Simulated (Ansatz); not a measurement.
```yaml
crystal:
  periodic: [false, false, false]
  atoms:
    - {symbol: Pd, position_ang: [-0.514882, 0.000083, -0.001244]}
    - {symbol: Si, position_ang: [1.752481, -0.000283, 0.004233]}
    - {symbol: H, position_ang: [2.765477, 1.123290, 0.004219]}
    - {symbol: H, position_ang: [2.765102, -1.124183, 0.009140]}
basis:
  gaussian: {orbitals: def2-TZVP}
hamiltonian: {xc: pbe0}
relax: {f_tol: 0.004, max_steps: 80}
```

```sh
$ ansatz run in.yaml --threads 1 --pin off --events-out ev --progress --plain --max-ram 2176MiB
```

Steps of the relaxation (energy above the last step; positions in Å, forces in eV/Å):

```
4
step 1, 135.2 meV
Pd   -0.515    0.000   -0.001    1.658    0.000    0.004
Si    1.752    0.000    0.004   -1.341    0.000   -0.003
H     2.765    1.123    0.004   -0.158    0.013    0.000
H     2.765   -1.124    0.009   -0.158   -0.013    0.000
```

```
4
step 2, 8.5 meV
Pd   -0.408    0.000   -0.001    0.427    0.000    0.001
Si    1.747    0.000    0.004   -0.466    0.000   -0.001
H     2.715    1.158    0.004    0.019   -0.109    0.000
H     2.714   -1.159    0.009    0.019    0.109    0.000
```

```
4
step 3, 1.1 meV
Pd   -0.391    0.000   -0.001   -0.163    0.000    0.000
Si    1.726    0.000    0.004    0.203    0.000    0.000
H     2.717    1.134    0.004   -0.020    0.027    0.000
H     2.717   -1.135    0.009   -0.020   -0.027    0.000
```

```
4
step 5, 0.0 meV
Pd   -0.395    0.000   -0.001    0.000    0.000    0.000
Si    1.732    0.000    0.004    0.002    0.000    0.000
H     2.716    1.140    0.004   -0.001   -0.001    0.000
H     2.716   -1.141    0.009   -0.001    0.001    0.000
```

Close pairs at the end: Si2–H4 1.506 Å, Si2–H3 1.506 Å, Pd1–Si2 2.127 Å.

A stationary point of restricted PBE0 after 5 steps (its stability towards spin polarisation wasn't tested); no frequencies were run, so it isn't proven a minimum. 14 s on 1 thread of Arm Neoverse V1, shared host.
